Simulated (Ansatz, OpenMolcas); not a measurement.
## From OpenMolcas to Ansatz

This OpenMolcas 26.06 job computes BF (SMILES [B]F):

coord.xyz:
```
2

B      0.000000     0.000000    -0.311110
F      0.000000     0.000000     1.244390
```

mol.input:
```
* BF Kohn-Sham DFT

&GATEWAY
  BasLib=$CurrDir
  Coord=coord.xyz
  Basis=STO-3G
  Group=NoSym

&SEWARD
  GridInput
  Grid=UltraFine
  End of Grid

&SCF
  KSDFT=SVWN5
  Thresholds=1e-10 1e-07 1e-07 1e-05
  PrOrbitals=1 1
```

```bash
$ export MOLCAS_MEM=1860
$ pymolcas mol.input > mol.log
```

(Basis files named in the input come from the Basis Set Exchange and aren't shown.)

The B1–F2 distance was set to 1.556 Å, away from the relaxed value.

It gives a total energy of -121.878324 Eh.

Problem. Write the same calculation for Ansatz 0.2.0 as an input file of the program's own.

Solution. One way, which was run:

run.yaml:
```yaml
basis:
  gaussian:
    orbitals: STO-3G
crystal:
  periodic: [false, false, false]
  atoms:
    - {symbol: B, position_ang: [0.000000, 0.000000, -0.311110]}
    - {symbol: F, position_ang: [0.000000, 0.000000, 1.244390]}
hamiltonian:
  xc: {name: SVWN5}
accuracy: high
```

```bash
$ ansatz run run.yaml --threads 1 --pin off --max-ram 2610MiB --events-out events.jsonl --progress --plain --runs-dir runs
```

Its energy is -121.878324 Eh, 0.000 mEh from the first.
